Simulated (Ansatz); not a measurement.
# C2H4F2O: a ladder of functionals and wavefunction methods

Aim: compute C2H4F2O with functionals from several rungs and with coupled cluster, and see how far each lands from CCSD(T) at the basis-set limit for the atomisation energy.

Program: Ansatz 0.2.0, Gaussian basis. Level of theory: functionals in def2-TZVPP, the program's frozen cores in correlated methods. These are calculated values, not measurements.

Levels to be run: LDA (SPW92), PBE-D4, revPBE-D4, BLYP-D4, r2SCAN-D4, B97M-V, PBE0-D4, B3LYP-D4, r2SCANh-D4, r2SCAN0-D4, HSE06-D4, BHLYP-D4, CAM-B3LYP-D4, LC-ωPBE, ωB97X-V, ωB97M-V, B2PLYP, PBE-QIDH; CCSD(T)/def2-SVP; CCSD(T)/def2-TZVPP; MP2/def2-QZVPP; extrapolation to the limit; RPA on PBE.

### Step 1. Structure used throughout

All runs share one geometry, relaxed beforehand with PBE0-D4 in a triple-zeta def2 set.

SMILES `OC(F)CF`, 9 atoms, charge 0, spin multiplicity 1.

Atoms are counted from 1 here; the program's logs count them from 0.

Bond lengths: O1–C2 1.366 Å, O1–H6 0.965 Å, C2–F3 1.385 Å, C2–C4 1.513 Å, C2–H7 1.094 Å, C4–F5 1.382 Å, C4–H8 1.093 Å, C4–H9 1.092 Å. Angles: C2–O1–H6 108.0°, O1–C2–F3 110.3°, O1–C2–C4 112.6°, O1–C2–H7 107.9°, F3–C2–C4 108.2°, F3–C2–H7 107.0°, C4–C2–H7 110.7°, C2–C4–F5 108.9°, C2–C4–H8 109.8°, C2–C4–H9 110.7°, F5–C4–H8 108.2°, F5–C4–H9 108.7°, H8–C4–H9 110.4°.

### Step 2. LDA

This LDA is Slater exchange with PW92 correlation.

Input file in.yaml:

```yaml
crystal:
  periodic: [false, false, false]
  atoms:
    - {symbol: O, position_ang: [0.966820, 1.065548, -0.641672]}
    - {symbol: C, position_ang: [0.688260, -0.156278, -0.097355]}
    - {symbol: F, position_ang: [0.780523, -1.144532, -1.062710]}
    - {symbol: C, position_ang: [-0.694070, -0.220020, 0.513198]}
    - {symbol: F, position_ang: [-1.606400, 0.297824, -0.386607]}
    - {symbol: H, position_ang: [0.198182, 1.345648, -1.154060]}
    - {symbol: H, position_ang: [1.452968, -0.370657, 0.655009]}
    - {symbol: H, position_ang: [-0.727048, 0.388342, 1.420766]}
    - {symbol: H, position_ang: [-0.970835, -1.252175, 0.736329]}
basis:
  gaussian: {orbitals: def2-TZVPP}
hamiltonian: {xc: lda}
output: {orbitals: {seedname: orbitals}}
```

Run with:

```bash
$ ansatz run in.yaml --threads 2 --pin off --events-out ev --progress --plain --max-ram 4352MiB
```

Further steps of the session: PBE-D4 (GGA); revPBE-D4 (GGA); BLYP-D4 (GGA); r2SCAN-D4 (meta-GGA); B97M-V (meta-GGA); PBE0-D4 (hybrid); B3LYP-D4 (hybrid); r2SCANh-D4 (hybrid); r2SCAN0-D4 (hybrid); HSE06-D4 (hybrid); BHLYP-D4 (hybrid); CAM-B3LYP-D4 (range-separated); LC-ωPBE (range-separated); ωB97X-V (range-separated); ωB97M-V (range-separated); B2PLYP (double hybrid); PBE-QIDH (double hybrid); CCSD(T) in def2-SVP; CCSD(T) in def2-TZVPP; MP2 in def2-QZVPP; RPA on PBE orbitals.

**Question.** What will the summary of the whole plan be? Wanted: atomisation energy, CCSD(T)/CBS; farthest beyond LDA; mean size of error, GGA; mean size of error, meta-GGA; mean size of error, hybrid; mean size of error, range-separated; mean size of error, double hybrid; gap, smallest and largest; T1 diagnostic.

**Answer**, as computed:

| quantity | value |
| --- | --- |
| atomisation energy, CCSD(T)/CBS | 3496.5 kJ/mol |
| functionals within 17.5 kJ/mol (0.5 %) | revPBE-D4, BLYP-D4, r2SCAN-D4, B97M-V, PBE0-D4, B3LYP-D4, HSE06-D4, LC-ωPBE, ωB97X-V, ωB97M-V |
| farthest beyond LDA | BHLYP-D4 (-166.9 kJ/mol) |
| mean size of error, GGA | 41.1 kJ/mol |
| mean size of error, meta-GGA | 10.4 kJ/mol |
| mean size of error, hybrid | 50.4 kJ/mol |
| mean size of error, range-separated | 10.6 kJ/mol |
| mean size of error, double hybrid | 36.6 kJ/mol |
| gap, smallest and largest | 7.43 eV (LDA (SPW92)), 15.37 eV (LC-ωPBE) |
| T1 diagnostic | 0.0113 |
| triples share of the correlation energy | 3.2 % |

The LDA atomisation energy is off by 635.6 kJ/mol (18 %): it overbinds. PBE-D4 is off by +112.0 kJ/mol. Double hybrids carry the basis error of their MP2 part in triple zeta, and no dispersion term here, so their miss is partly the set-up's. The rungs meta-GGA, range-separated miss on average by less than the doubt on the reference (17.5 kJ/mol), so they tie. Misses under about 17.5 kJ/mol are within the doubt on the reference itself, which lacks core-valence correlation, relativity and higher excitations. Hartree-Fock recovers 70 % of the binding; the rest is correlation. CCSD(T) in def2-SVP is off by -181.9 kJ/mol, so the small basis spoils what the method gains. The gap grows from 7.4 to 15.4 eV across the functionals, mostly with the share of exact exchange.
